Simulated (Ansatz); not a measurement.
**CS⁺, quartet: vertical spin and charge gaps**

Geometry (PBE0/def2-TZVP stationary point for this spin):

```json
{"atom": "C", "x (Å)": "0.0000", "y (Å)": "0.0000", "z (Å)": "0.0000"}
{"atom": "S", "x (Å)": "0.0000", "y (Å)": "0.0000", "z (Å)": "1.6537"}
```

Basis 6-31G; Ansatz 0.2.0. Correlated methods freeze the noble-gas cores. R marks a restricted (for open shells ROHF) determinant, U an unrestricted one. Active spaces: valence = (9e, 8o) chosen from the atoms' valence shells.

Gaps are energies of the second state less the first, at fixed atoms, for a selection of the levels run; each method lands on the state that its own search finds for that charge and spin.

Unrestricted rows (U, and Kohn–Sham where it breaks symmetry) aren't spin-pure: their determinants' ⟨S²⟩ exceeds S(S+1) by up to 1.20, so they mix in states of higher spin. For open shells CISD and CISDTQ are restricted-active-space CI with the open shells as a complete middle space. The determinant of the CS⁺ quartet fills πx and πy unequally, so it is a mixture of Σ and Δ, which weighs on every level built on one determinant. A value is left out where its run failed or describes another state than the reference as far as symmetry and spin tell, or, spin-broken singlets apart, can't be checked.

Doublet less quartet: -2.632 eV at full CI (quartet A1, doublet A1, in C2v).

Large singles or doubles amplitudes warn of static correlation in the CS⁺ doublet.

By full CI's occupations no single determinant describes the quartet well.

```csv
level,gap (eV),error (meV),⟨S²⟩ where 0.1 over S(S+1) (first / second)
RHF,-0.791,1841,– / –
UHF,-2.153,479,4.06 / 1.95
BCCD(T)*,-2.758,-126,– / –
UCCSDT*,-2.580,52,4.06 / 1.95
CISDTQ,-2.567,65,– / –
UCCSDT(Q)*,-2.601,31,4.06 / 1.95
UCCSDTQ*,-2.626,6,4.06 / 1.95
MRCISD (valence space),-2.641,-9,– / –
r2SCAN,-2.837,-205,– / 0.96
B3LYP,-2.891,-259,– / 0.86
```

An asterisk marks runs whose energy the program itself flagged as in doubt.

Sextet less quartet: 3.066 eV at full CI (quartet A1, sextet A1, in C2v).

By full CI's occupations no single determinant describes the quartet well.

```json
{"level": "RHF", "gap (eV)": "1.000", "error (meV)": "-2066", "⟨S²⟩ where 0.1 over S(S+1) (first / second)": "– / –"}
{"level": "UHF", "gap (eV)": "1.143", "error (meV)": "-1923", "⟨S²⟩ where 0.1 over S(S+1) (first / second)": "4.06 / –"}
{"level": "RMP2", "gap (eV)": "2.060", "error (meV)": "-1006", "⟨S²⟩ where 0.1 over S(S+1) (first / second)": "– / –"}
{"level": "UMP2", "gap (eV)": "2.005", "error (meV)": "-1061", "⟨S²⟩ where 0.1 over S(S+1) (first / second)": "4.06 / –"}
{"level": "CISD", "gap (eV)": "2.582", "error (meV)": "-484", "⟨S²⟩ where 0.1 over S(S+1) (first / second)": "– / –"}
{"level": "RCCSD*", "gap (eV)": "2.562", "error (meV)": "-504", "⟨S²⟩ where 0.1 over S(S+1) (first / second)": "– / –"}
{"level": "UCCSD*", "gap (eV)": "2.621", "error (meV)": "-445", "⟨S²⟩ where 0.1 over S(S+1) (first / second)": "4.06 / –"}
{"level": "RCCSD(T)*", "gap (eV)": "2.852", "error (meV)": "-214", "⟨S²⟩ where 0.1 over S(S+1) (first / second)": "– / –"}
{"level": "UCCSD(T)*", "gap (eV)": "2.851", "error (meV)": "-215", "⟨S²⟩ where 0.1 over S(S+1) (first / second)": "4.06 / –"}
{"level": "BCCD(T)*", "gap (eV)": "2.854", "error (meV)": "-212", "⟨S²⟩ where 0.1 over S(S+1) (first / second)": "– / –"}
{"level": "RCCSDT*", "gap (eV)": "3.051", "error (meV)": "-15", "⟨S²⟩ where 0.1 over S(S+1) (first / second)": "– / –"}
{"level": "UCCSDT*", "gap (eV)": "3.052", "error (meV)": "-14", "⟨S²⟩ where 0.1 over S(S+1) (first / second)": "4.06 / –"}
{"level": "CISDTQ", "gap (eV)": "3.060", "error (meV)": "-6", "⟨S²⟩ where 0.1 over S(S+1) (first / second)": "– / –"}
{"level": "RCCSDT(Q)*", "gap (eV)": "3.074", "error (meV)": "8", "⟨S²⟩ where 0.1 over S(S+1) (first / second)": "– / –"}
{"level": "UCCSDT(Q)*", "gap (eV)": "3.084", "error (meV)": "18", "⟨S²⟩ where 0.1 over S(S+1) (first / second)": "4.06 / –"}
{"level": "RCCSDTQ*", "gap (eV)": "3.064", "error (meV)": "-2", "⟨S²⟩ where 0.1 over S(S+1) (first / second)": "– / –"}
{"level": "UCCSDTQ*", "gap (eV)": "3.063", "error (meV)": "-3", "⟨S²⟩ where 0.1 over S(S+1) (first / second)": "4.06 / –"}
{"level": "CASSCF (valence space)", "gap (eV)": "3.011", "error (meV)": "-55", "⟨S²⟩ where 0.1 over S(S+1) (first / second)": "– / –"}
{"level": "NEVPT2 (valence space)", "gap (eV)": "3.046", "error (meV)": "-20", "⟨S²⟩ where 0.1 over S(S+1) (first / second)": "– / –"}
{"level": "MRCISD (valence space)", "gap (eV)": "3.060", "error (meV)": "-6", "⟨S²⟩ where 0.1 over S(S+1) (first / second)": "– / –"}
{"level": "MRCISD+Q (valence space)", "gap (eV)": "3.062", "error (meV)": "-4", "⟨S²⟩ where 0.1 over S(S+1) (first / second)": "– / –"}
{"level": "r2SCAN", "gap (eV)": "2.747", "error (meV)": "-319", "⟨S²⟩ where 0.1 over S(S+1) (first / second)": "– / –"}
{"level": "PBE0", "gap (eV)": "2.729", "error (meV)": "-337", "⟨S²⟩ where 0.1 over S(S+1) (first / second)": "– / –"}
{"level": "B3LYP", "gap (eV)": "3.074", "error (meV)": "8", "⟨S²⟩ where 0.1 over S(S+1) (first / second)": "– / –"}
```

In so small a basis the reference is far from its limit while semilocal and hybrid functionals are nearer theirs, so the functionals' errors here hold much of the reference's basis and frozen-core error, which can add to them or hide them. The set has no polarisation functions, which weighs most on the reference.

Full CI is exact within this basis and frozen core; it isn't the basis-set limit. The frozen core follows each run's orbitals, which can shift R against U totals by a few meV.
